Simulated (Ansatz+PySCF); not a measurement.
# singlet H₅O₂(+): levels of theory in one basis

| atom | x (Å) | y (Å) | z (Å) |
| --- | --- | --- | --- |
| H | 0.0000 | 0.0000 | -0.0228 |
| O | 1.0963 | 0.0389 | 0.0301 |
| O | -1.0963 | -0.0389 | 0.0301 |
| H | 1.4769 | 0.7382 | 0.4336 |
| H | -1.4769 | -0.7382 | 0.4336 |
| H | 1.5962 | -0.2166 | -0.6632 |
| H | -1.5962 | 0.2166 | -0.6632 |

Basis set: def2-SVP (spherical functions). Frozen core: 2 orbitals. Charge 1, multiplicity 1.

Computed with Ansatz (development build ahead of 0.2.0); each method stands on the lowest determinant of its kind that the runs found.

| method | E − E(RHF) (eV) | <S²> of the determinant |
| --- | --- | --- |
| RHF | 0.00 | 0.00 |
| RHF-MP2 | -10.96 | – |
| RHF-CCSD | -11.47 | – |

**Question.** What does RHF-CCSD(T) give on the same scale?

**Answer.** -11.65 eV.

**Question.** Is a single determinant a sound starting point here?

**Answer.** By this sign, yes. Unrestricted orbitals gain 0.00 eV and <S²> is 0.00 against 0.00 for a pure state.
